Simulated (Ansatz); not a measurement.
Band gap of trigonal Se at several levels of theory

No measured value is used here.

| level (code) | value (eV) | cell (Å³/atom) |
|---|---|---|
| PBEsol+SOC (Ansatz) | … | 27.26 |
| r²SCAN-D4 (Ansatz) | 1.17 (indirect) | 27.54 |
| Hartree–Fock (Ansatz) | 9.46 | 61.69 |

Question: Some entries are withheld; supply them.

Answer: 
- PBEsol+SOC (Ansatz, a quantum-chemistry and plane-wave program), value (eV): 0.95 (indirect)

Computed values are for a static lattice. Spin–orbit coupling is included only where a level's name says +SOC; with heavier elements it mostly lowers gaps and can invert bands.  Hartree–Fock: the gap is read on the k mesh or supercell of the run alone and can be too large. Hartree–Fock: the cell comes from a level without a dispersion term, which matters for the spacing of layers, chains or molecules. Values are at the level's own relaxed cell; PBEsol+SOC at the measured cell. Cutoffs and k meshes differ between the levels. Ansatz's density-functional and Hartree–Fock values are scalar-relativistic unless marked +SOC, with PAW data made under PBE.
